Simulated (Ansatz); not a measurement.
# The silicon atom (triplet): wave-function methods side by side, 6-31G

How much of the correlation energy of the silicon atom (triplet) does each wave-function method recover here?

The runs use Ansatz 0.2.0, Gaussian basis; 6-31G, core rule «outside noble gas», up to 5 orbitals frozen.

The runs, in order: UHF; CCSD(T) on ROHF; CCSD(T) on UHF; BCCD(T) on ROHF; CISD; CCSDT(Q) on ROHF; CCSDT(Q) on UHF; CASSCF and MRCISD+Q, 4 electrons in 4 orbitals; CASSCF and MRCISD+Q(relaxed), 4 electrons in 4 orbitals; CASSCF and NEVPT4(SD), 4 electrons in 4 orbitals; CASSCF and NEVPT2, 4 electrons in 4 orbitals.

**1. The atom**

A free atom, in its lowest state of this spin that the program finds.

1 atom, charge 0, spin multiplicity 3.

**2. UHF**

Contents of in.yaml:

```yaml
crystal:
  periodic: [false, false, false]
  atoms:
    - {symbol: Si, position_ang: [0.000000, 0.000000, 0.000000]}
basis:
  gaussian: {orbitals: 6-31G}
magnetization: {spin_polarized: true, initial_magnetization: 2}
hamiltonian: {xc: hf}
output: {orbitals: {seedname: orbitals}}
```

Command:

```console
ansatz run in.yaml --threads 1 --pin off --events-out ev --progress --plain --max-ram 2393MiB
```

The runs that follow: CCSD(T) on ROHF; CCSD(T) on UHF; BCCD(T) on ROHF; CISD; CCSDT(Q) on ROHF; CCSDT(Q) on UHF; CASSCF and MRCISD+Q, 4 electrons in 4 orbitals; CASSCF and MRCISD+Q(relaxed), 4 electrons in 4 orbitals; CASSCF and NEVPT4(SD), 4 electrons in 4 orbitals; CASSCF and NEVPT2, 4 electrons in 4 orbitals.

Before running them: what should the planned runs give, taken together? Wanted: UCCSDT(Q) below the RHF energy; RMP2 from UCCSDT(Q); UMP2 from UCCSDT(Q); RCCSD from UCCSDT(Q); RCCSD(T) from UCCSDT(Q); UCCSD(T) from UCCSDT(Q); RCCSDT(Q) from UCCSDT(Q); NEVPT2 valence from UCCSDT(Q); NEVPT4(SD) valence from UCCSDT(Q).

The runs gave:

| quantity | value |
| --- | --- |
| UCCSDT(Q) below the RHF energy | -0.6432 eV |
| RMP2 from UCCSDT(Q) | +23.8 kJ/mol |
| UMP2 from UCCSDT(Q) | +23.8 kJ/mol |
| RCCSD from UCCSDT(Q) | +0.5 kJ/mol |
| RCCSD(T) from UCCSDT(Q) | +0.1 kJ/mol |
| UCCSD(T) from UCCSDT(Q) | +0.1 kJ/mol |
| RCCSDT(Q) from UCCSDT(Q) | 0.0 kJ/mol |
| NEVPT2 valence from UCCSDT(Q) | +11.0 kJ/mol |
| NEVPT4(SD) valence from UCCSDT(Q) | +2.0 kJ/mol |
| MRCISD+Q valence from UCCSDT(Q) | 0.0 kJ/mol |
| levels within 1 kcal/mol (43 meV) | CISD, RCCSD, UCCSD, RCCSD(T), UCCSD(T), BCCD(T), RCCSDT, UCCSDT, RCCSDT(Q), NEVPT4(SD) valence, MRCISD valence, MRCISD+Q valence, MRCISD+Q(relaxed) valence |
| T1 diagnostic | 0.005 |
| effectively unpaired electrons | 2.01 |

RCCSD(T) misses by +0.1 kJ/mol, 0.2 % of the correlation energy. One determinant dominates. Of the multireference levels listed MRCISD+Q valence comes nearest in total energy (0.0 kJ/mol), which doesn't show that its space is the better one. These misses are within one basis, not against nature; the frozen cores of restricted and unrestricted runs differ, which can shift their rows.
